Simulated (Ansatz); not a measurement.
**B₂ (triplet): the correlation ladder at distance B1–B2 = 1.948 Å, cc-pVDZ**

How much of the correlation energy of B₂ (triplet) does each wave-function method recover here?

Method: cc-pVDZ, core rule «outside noble gas», up to 2 orbitals frozen; program: Ansatz 0.2.0, Gaussian basis.

To be run: UHF; CCSD(T) on ROHF; CCSD(T) on UHF; BCCD(T) on ROHF; CISD; CCSDT(Q) on ROHF; CCSDT(Q) on UHF; CISDTQ; CASSCF and MRCISD+Q, 4 electrons in 4 orbitals; CASSCF and NEVPT2, 4 electrons in 4 orbitals; CASSCF and MRCISD+Q, 6 electrons in 8 orbitals; CASSCF and NEVPT2, 6 electrons in 8 orbitals; Full CI.

16 further runs of the same task are left out: 8 that didn't finish, 8 set aside as unsound or not needed.

## Step 1: What is computed

The geometry derives from a PBE0/def2-TZVP stationary point (not a proven minimum). One bond is set to the value named and the two fragments are kept rigid.

2 atoms, charge 0, spin multiplicity 3.

Atoms are counted from 1 here; the program's logs count them from 0.

No contacts short enough for the rule that draws bonds.

## Step 2: UHF

The input, in.yaml:

```yaml
crystal:
  periodic: [false, false, false]
  atoms:
    - {symbol: B, position_ang: [0.000000, 0.000000, 0.000000]}
    - {symbol: B, position_ang: [0.000000, 0.000000, 1.948000]}
basis:
  gaussian: {orbitals: cc-pVDZ}
magnetization: {spin_polarized: true, initial_magnetization: 2}
hamiltonian: {xc: hf}
output: {orbitals: {seedname: orbitals}}
```

The run is started by

```bash
> ansatz run in.yaml --threads 1 --pin off --events-out ev --progress --plain --max-ram 2393MiB
```

Further steps of the session: CCSD(T) on ROHF; CCSD(T) on UHF; BCCD(T) on ROHF; CISD; CCSDT(Q) on ROHF; CCSDT(Q) on UHF; CISDTQ; CASSCF and MRCISD+Q, 4 electrons in 4 orbitals; CASSCF and NEVPT2, 4 electrons in 4 orbitals; CASSCF and MRCISD+Q, 6 electrons in 8 orbitals; CASSCF and NEVPT2, 6 electrons in 8 orbitals; Full CI.

**Question.** What will the summary of the whole plan be? Wanted: FCI below the RHF energy; RMP2 from FCI; UMP2 from FCI; RCCSD from FCI; RCCSD(T) from FCI; UCCSD(T) from FCI; RCCSDT(Q) from FCI; UCCSDT(Q) from FCI; NEVPT2 pair from FCI.

As calculated:

```
                         quantity                                                           value
         FCI below the RHF energy                                                      -4.2302 eV
                    RMP2 from FCI                                                     +1280.7 meV
                    UMP2 from FCI                                                     +1355.0 meV
                   RCCSD from FCI                                                      +266.0 meV
                RCCSD(T) from FCI                                                       +71.3 meV
                UCCSD(T) from FCI                                                       +70.4 meV
               RCCSDT(Q) from FCI                                                        +2.4 meV
               UCCSDT(Q) from FCI                                                        +1.3 meV
             NEVPT2 pair from FCI                                                     +1137.5 meV
           MRCISD+Q pair from FCI                                                       +64.4 meV
          NEVPT2 valence from FCI                                                      +454.6 meV
levels within 1 kcal/mol (43 meV)  RCCSDT, UCCSDT, CISDTQ, RCCSDT(Q), UCCSDT(Q), MRCISD+Q valence
                    T1 diagnostic                                                           0.028
   effectively unpaired electrons                                                            2.18
```

In words: RCCSD(T) misses by +71.3 meV, 1.7 % of the correlation energy. MRCISD+Q valence falls below full CI: the +Q correction isn't variational, and the cores differ from full CI's. One determinant dominates. Of the multireference levels listed MRCISD+Q valence comes nearest in total energy (-11.9 meV), which doesn't show that its space is the better one. Coupled cluster took another determinant than the lowest Hartree-Fock one. These misses are within one basis, not against nature; the frozen cores of restricted and unrestricted runs differ, which can shift their rows.
